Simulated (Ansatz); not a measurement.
# SiH3S (SMILES [SiH2]S) at UBCCD(T)/STO-3G

What is the vertical doublet–quartet gap of SiH3S at UBCCD(T)/STO-3G? 

The calculation is run with Ansatz 0.2.0.

31 further runs of the same task are left out: 31 set aside as unsound or not needed.

### Step 1. The system as given

The species is SiH3S (5 atoms), meant as a doublet with charge 0. SMILES: `[SiH2]S`. Geometry: relaxed at PBE0-D4/def2-TZVP. This is one conformer, not always the lowest.

Bond lengths: Si1–S2 2.132 Å, Si1–H3 1.492 Å, Si1–H4 1.488 Å, S2–H5 1.344 Å. Angles: Si1–S2–H5 94.7°, S2–Si1–H3 111.4°, S2–Si1–H4 105.0°, H3–Si1–H4 110.5°.

### Step 2. The energy at UBCCD(T)/STO-3G

job.yaml

```yaml
crystal:
  periodic: [false, false, false]
  atoms:
    - {symbol: Si, position_ang: [-0.096300, -0.694000, -0.309300]}
    - {symbol: S, position_ang: [0.273100, 1.406000, -0.294500]}
    - {symbol: H, position_ang: [-0.094500, -1.256800, 1.073000]}
    - {symbol: H, position_ang: [-1.440300, -0.843200, -0.929900]}
    - {symbol: H, position_ang: [1.407800, 1.314300, 0.419300]}
basis:
  gaussian: {orbitals: STO-3G}
correlation: {method: bccd_t, frozen_orbitals: {H: 0, S: 5, Si: 5}}
accuracy: high
magnetization: {spin_polarized: true, initial_magnetization: 1}
scf: {omitted_lower_state_checks: [cluster_reference, increment]}
```

Started as:

```
$ ansatz run job.yaml --threads 1 --pin off --max-ram 2610MiB --events-out events.jsonl --progress --plain --runs-dir runs
```

Output (excerpt; [...] marks lines left out):

```text
Warning: RAYON_NUM_THREADS=1 ignored (pool sized by the plan → 1); use --threads N
Functional definition: HF
  name "HF"
[...]
364 factors; integrals over basis functions are off by at most 2.7e-8 eV
[...]
mean field -18516.78430653 eV, -680.4792721377 hartree, gradient 8.1e-8 eV, S^2 0.752617; 0 other end points of the search recorded, 0 dependent functions left out
10 core orbitals not correlated: weight in the atoms' cores, before any rotation towards them, 1.000 or more for the frozen orbitals, at most 0.000 for the correlated occupied ones
reference -18516.78430653 eV, -680.4792721377 hartree; 7, 6 occupied and 4, 5 virtual orbitals, 364 factors
second order -1.48309501 eV of doubles, -0.00000000 eV of singles
cycle   1  -1.91710552 eV  change   -4.3e-1 eV  update   6.1e-2
[...]
cycle  22  -2.16330048 eV  change   -1.1e-9 eV  update   1.1e-9
perturbative correction -0.02875870 eV, -0.0010568627 hartree
Total energy: -18518.97636571 eV, -680.5598288267 hartree
Checks for a lower state left out: cluster_reference, increment
```

Wall time 0.24 s (1 thread of Intel Xeon Platinum 8488C (Sapphire Rapids), shared host).

### Step 3. The quartet, same level

job.yaml

```yaml
basis:
  gaussian:
    orbitals: STO-3G
crystal:
  periodic: [false, false, false]
  atoms:
    - {symbol: Si, position_ang: [-0.096300, -0.694000, -0.309300]}
    - {symbol: S, position_ang: [0.273100, 1.406000, -0.294500]}
    - {symbol: H, position_ang: [-0.094500, -1.256800, 1.073000]}
    - {symbol: H, position_ang: [-1.440300, -0.843200, -0.929900]}
    - {symbol: H, position_ang: [1.407800, 1.314300, 0.419300]}
correlation:
  method: bccd_t
  frozen_orbitals: {H: 0, S: 5, Si: 5}
accuracy: high
scf:
  omitted_lower_state_checks: [cluster_reference, increment]
magnetization:
  spin_polarized: true
  initial_magnetization: 3
```

Started as:

```
$ ansatz run job.yaml --threads 1 --pin off --max-ram 2610MiB --events-out events.jsonl --progress --plain --runs-dir runs
```

Output (excerpt; [...] marks lines left out):

```text
Warning: RAYON_NUM_THREADS=1 ignored (pool sized by the plan → 1); use --threads N
[... 2 set-up lines as earlier in the session ...]
[...]
364 factors; integrals over basis functions are off by at most 2.7e-8 eV
[...]
mean field -18509.07752079 eV, -680.1960529856 hartree, gradient 2.4e-8 eV, S^2 3.762809; 2 other end points of the search recorded, 0 dependent functions left out
10 core orbitals not correlated: weight in the atoms' cores, before any rotation towards them, 1.000 or more for the frozen orbitals, at most 0.000 for the correlated occupied ones
reference -18509.07752079 eV, -680.1960529856 hartree; 8, 5 occupied and 3, 6 virtual orbitals, 364 factors
second order -1.09455401 eV of doubles, -0.00000000 eV of singles
cycle   1  -1.47329542 eV  change   -3.8e-1 eV  update   5.4e-2
[...]
cycle  33  -1.72066448 eV  change   2.6e-10 eV  update   1.3e-9
perturbative correction -0.00985860 eV, -0.0003622968 hartree
Total energy: -18510.80804387 eV, -680.2596485359 hartree
Checks for a lower state left out: cluster_reference, increment
```

Wall time 0.32 s (1 thread of Intel Xeon Platinum 8488C (Sapphire Rapids), shared host).

### Step 4. Outcome

Level: UBCCD(T)/STO-3G, 10 core orbitals frozen.

| quantity | value |
| --- | --- |
| doublet: total energy | -680.55983 Eh |
| doublet: correlation energy (10 core orbitals frozen) | -80.6 mEh |
| doublet: (T) correction | -1.06 mEh |
| doublet: ⟨S²⟩ of the reference determinant | 0.753 |
| quartet: total energy | -680.25965 Eh |
| quartet: correlation energy (10 core orbitals frozen) | -63.6 mEh |
| quartet: (T) correction | -0.36 mEh |
| quartet: ⟨S²⟩ of the reference determinant | 3.763 |
| vertical energy of the quartet above the doublet | 8.168 eV |

At this shape the quartet lies 8.17 eV (788 kJ/mol) above the doublet. In a minimal basis such a difference can be off by several eV, whatever the method. The triples (doublet) make up 1.3 % of the correlation energy. The triples (quartet) make up 0.6 % of the correlation energy.
